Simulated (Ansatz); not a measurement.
**HSiMg, quartet in 6-31G: errors against full CI**

Geometry: a point of a stretch scan, not a stationary point.

```yaml
atoms:
  - { symbol: Si, position_ang: [0.0000, 0.0000, -0.2556] }
  - { symbol: Mg, position_ang: [0.0000, 0.0000, -2.7348] }
  - { symbol: H, position_ang: [0.0000, 0.0000, 2.9904] }
```

Basis 6-31G; Ansatz 0.2.0. Correlated methods freeze the noble-gas cores, which leaves 7 electrons in 18 orbitals. Prefix R: restricted or restricted open-shell reference; prefix U: unrestricted. Active spaces: valence = (7e, 9o) chosen from the atoms' valence shells; pair = (5e, 5o) about the gap. The metal's outer-core shells are frozen, which leaves out core–valence correlation.

Full CI is exact within this basis and frozen core; it isn't the basis-set limit. The frozen core follows each run's orbitals, which can shift R against U totals by a few meV.

Unrestricted rows (U) aren't spin-pure: their determinants' ⟨S²⟩ exceeds S(S+1) by up to 0.73, so they mix in states of higher spin. For open shells CISD and CISDTQ are restricted-active-space CI with the open shells as a complete middle space.

The UHF ⟨S²⟩ is 4.479, the T1 diagnostic (RCCSD) is 0.0506 and the largest doubles amplitude (RCCSD) is 0.226. The T1 diagnostic (UCCSD) is 0.0982.

```json
{"level": "UHF", "E − E(RHF) (eV)": "-0.6150"}
{"level": "RMP2", "E − E(RHF) (eV)": "-1.3376"}
{"level": "UMP2", "E − E(RHF) (eV)": "-1.3399"}
{"level": "RCCSD", "E − E(RHF) (eV)": "-1.9672"}
{"level": "UCCSD", "E − E(RHF) (eV)": "-1.9532"}
{"level": "RCCSD(T)", "E − E(RHF) (eV)": "-2.0346"}
{"level": "UCCSD(T)", "E − E(RHF) (eV)": "-2.0180"}
```

(1) Estimate how far full CI in 6-31G lies from RCCSD(T). The table doesn't fix it; the size of (T) and the diagnostics are the guide.

(1) Full CI in 6-31G lies 3.6 kJ/mol below RCCSD(T), which is 56 % of the (T) step (-6.5 kJ/mol). T1 is raised, a doubles amplitude is large, and the rest is a large part of (T).

The other levels:

| level | E − E(full CI) (kJ/mol) | share of correlation (%) | wall time |
| --- | --- | --- | --- |
| CISD | 15.0 | 92.49 | 0.96 s |
| BCCD(T) | 4.3 | 97.85 | 1.9 s |
| RCCSDT | 0.6 | 99.72 | – |
| UCCSDT | 0.6 | 99.69 | – |
| CISDTQ | 0.2 | 99.91 | 7 s |
| RCCSDT(Q) | 0.1 | 99.95 | 4.2 s |
| UCCSDT(Q) | 0.0 | 100.01 | 6.5 s |
| RCCSDTQ | 0.0 | 99.99 | 21 s |
| UCCSDTQ | 0.0 | 99.99 | 26 s |
| CASSCF (pair space) | 119.6 | 40.17 | – |
| NEVPT2 (pair space) | 44.3 | 77.86 | 0.54 s |
| MRCISD (pair space) | 10.8 | 94.60 | – |
| MRCISD+Q (pair space) | 3.7 | 98.17 | 0.9 s |
| CASSCF (valence space) | 46.6 | 76.68 | – |
| NEVPT2 (valence space) | 14.3 | 92.87 | 2.8 s |
| MRCISD (valence space) | 1.1 | 99.45 | – |
| MRCISD+Q (valence space) | 0.2 | 99.90 | 4.3 s |

The correlation energy at full CI, counted from RHF, is -2.072 eV. That run took 6.5 s on 1 thread of Intel Xeon, shared host over 331,072 determinants.

Times hold each run's SCF and search for its determinant on a shared host, so for small cases they say little of a method's own cost; they ran on 1 thread of Intel Xeon. Some runs computed forces too.

The full-CI state has the irrep A2 of C2v, in the program's axes (one component, if the state is degenerate).

Natural occupations of full CI about the gap: 1.961 1.764 1.000 0.986 0.986 0.197 0.032 0.032 0.016 0.007; effectively unpaired electrons, Σ n²(2−n)², 3.31.
